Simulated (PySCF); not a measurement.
methanol (CH₄O), SMILES CO. Geometry optimised at PBE-D3(BJ)/def2-TZVP.

Computed with PBE-D3(BJ)/def2-TZVP (PySCF 2.14.0).

Harmonic wavenumbers (cm⁻¹): 302, 1013, 1056, 1128, 1333, 1427, 1440, 1458, 2916, 2962, 3046, 3710. Rotational constants (GHz): 126.2, 24.54, 23.67; symmetry number 1.

Q: Work out the zero-point energy and the ideal-gas rigid-rotor harmonic-oscillator thermochemistry at 298.15 K and 1 atm.

A: ZPE = ½ Σ hcν = ½ × 21791 cm⁻¹ = 130.34 kJ/mol. H − E(el) = 141.66 kJ/mol. Entropy in J/(mol K): translation 151.99, rotation 79.59, vibration 7.10, total 238.67. G − E(el) = 70.50 kJ/mol. Cp = 45.89 J/(mol K).
